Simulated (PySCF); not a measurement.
An unknown is described by computed data only.

Elements present: C, Cl, H and O. Monoisotopic mass: 106.0185 u.

* NMR, other nuclei: isotropic shieldings of nuclei other than C and H, by class: 336 (1 O), 873 (1 Cl) ppm [GIAO PBE0/pcSseg-1]
* Polarisability: 63.9 au [PBE0/def2-SVPD]
* 13C NMR: chemical shifts (computed TMS as zero) by class: 76.9 (2 C), 53.7 (1 C), 40.4 (1 C) ppm [GIAO PBE0/pcSseg-1]
* Rotational structure: rotational constants A, B, C: 8.238, 1.502, 1.359 GHz [GFN2-xTB]
* UV, first state: lowest singlet excitation: 6.74 eV (184 nm, f = 0.015) [TDDFT PBE0/def2-SVPD]
* Dipole: 1.64 D [PBE0/def2-SVPD]

Gas-phase values; electronic properties from PySCF, density fitting. Levels stand in brackets. The structure is a single GFN2-xTB conformer in the gas phase; no vibrational or solvent corrections. NMR values are class means; diastereotopic atoms form classes of their own.

Task: Which formula fits the mass and the elements?

Result: C4H7ClO (calculated 106.0185). No other formula that holds each of these elements comes within 0.0003 u with a fitting electron parity and a possible valence count.

Task: What is the compound? Reason from the data.

Result: Numbering: `[Cl:1][CH2:2][CH:3]1[CH2:4][O:5][CH2:6]1`. Its formula, C4H7ClO, gives 1 degree of unsaturation: 1 ring and 0 π bonds in the structure found. 4 carbons fall into 3 classes; from least to most shielded: ring sp3 carbon bound to oxygen [C4/C6] (76.9 ppm, 2 C, up to 3.4 ppm apart in this geometry), sp3 C–Cl carbon [C2] (53.7 ppm), four-membered-ring carbon [C3] (40.4 ppm). The other shieldings belong to: 336 ppm, cyclic ether oxygen [O5]; 873 ppm, alkyl chlorine [Cl1]. The optimised geometry has point group C1 and is an asymmetric top. Structure: `ClCC1COC1`. Computed isomers that give other values at the same levels: `CC(C)C(=O)Cl` (13C chemical shifts (computed TMS as zero) by class: 188.5 (1 C), 49.2 (1 C), 21.6 (2 C) ppm); `CCCC(=O)Cl` (13C chemical shifts (computed TMS as zero) by class: 184.0 (1 C), 52.3 (1 C), 22.6 (1 C), 15.0 (1 C) ppm); `CO/C(C)=C\Cl` (rotational constant A: 4.137 GHz; this holds for the one conformer computed). The assignments are read from this structure; whether some other isomer fits the data as well wasn't checked.

Conformer computed: `[Cl:1][CH2:2][CH:3]1[CH2:4][O:5][CH2:6]1`: Cl1–C2–C3–C4 -170°.
